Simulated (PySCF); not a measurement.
Gas-phase XPS of `O=P(=O)[O-]`, computed

PO3 (charge -1).
Bonds: O1–P2 (double), P2–O3 (double), P2–O4.

Level of theory: delta-SCF UKS SCAN, pcX-2 on the ionised atom, pcseg-1 elsewhere, spin-free X2C (PySCF 2.14.0). Binding energies are ΔSCF values: E(core-ionised, relaxed orbitals) − E(ground state) at a fixed geometry, referred to the vacuum level.

Problem. What binding energy does each computed site have?

Solution. 
```tsv
atom(s)	bonded to	level	binding energy (eV)	count
O1/O3/O4	P	O 1s	531.76	3
P2	3 O	P 1s	2147.53	1
```

Problem. Which effective nuclear charge Zeff reproduces each element's mean 1s value in the hydrogen-like formula E = 13.606 eV × Zeff²?

Solution. O (Z = 8): mean 531.8 eV, Zeff = 6.25, Z − Zeff = 1.75; P (Z = 15): mean 2147.5 eV, Zeff = 12.56, Z − Zeff = 2.44. Means run over the listed sites, weighted by atom count.

The first atom of each set that the bonding makes equivalent was ionised and stands for the set. Not every level is listed. The species carries charge -1, so core ionisation leaves a neutral species. The basis sets have no added diffuse functions. Isolated species at its GFN2-xTB geometry, gas phase.
